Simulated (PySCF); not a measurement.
A species of formula C2H4F2S has this rotational fingerprint, computed with PBE0-D3(BJ)/def2-SVP geometry optimisation, gas phase in PySCF 2.14.0:

* Rotational constants: A = 6617, B = 2584, C = 2344 MHz
* Dipole components: |μa| = 0.38 D, |μb| = 0.60 D, |μc| = 2.23 D
* Inertial defect: -56.29 u·Å²
* κ: -0.89

Question: Which candidate fits, each taken in the one conformer that was computed?
A. `[F:1][CH2:2][S:3][CH2:4][F:5]` with F1–C2–S3–C4 71°, C2–S3–C4–F5 72°
B. `[F:1][CH:2]([F:3])[CH2:4][SH:5]` with F1–C2–C4–S5 60°, C2–C4–S5–H -60°

Answer: B. It is FC(F)CS, an asymmetric top. The candidates at the same level (rigid rotor, commonest isotopes):

```tsv
SMILES	A (MHz)	B (MHz)	C (MHz)	μa (D)	μb (D)	μc (D)	Δ (u·Å²)	point group	rotor
FC(F)CS	6617	2584	2344	0.38	0.60	2.23	-56.29	–	asymmetric top
FCSCF	6216	2551	2126	0.00	0.13	0.00	-41.72	C2	asymmetric top
```

`FCSCF` has C 9 % too low. No structure here is proved a minimum.
